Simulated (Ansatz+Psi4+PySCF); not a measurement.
doublet H2S(+): levels of theory in one basis

```yaml
atoms:
  - { symbol: S, position_ang: [0.0000, 0.0000, 0.1021] }
  - { symbol: H, position_ang: [0.0000, 0.9743, -0.8171] }
  - { symbol: H, position_ang: [0.0000, -0.9743, -0.8171] }
```

Basis set: cc-pVTZ on H; cc-pV(T+d)Z on S (spherical functions). Frozen core: 5 orbitals. Correlation on ROHF uses semicanonical orbitals with singles. Charge 1, multiplicity 2.

Computed with Ansatz (development build ahead of 0.2.0) and Psi4 1.11; each method stands on the lowest determinant of its kind that the runs found.

```
   method  E − E(ROHF) (eV)  <S²> of the determinant
     ROHF              0.00                     0.75
      UHF             -0.17                     0.77
 ROHF-MP2             -4.26                        –
  UHF-MP2             -4.23                     0.77
ROHF-CCSD             -4.97                        –
 UHF-CCSD             -4.97                     0.77
```

(1) What does ROHF-CCSD(T) give on the same scale?

Answers

(1) -5.13 eV.
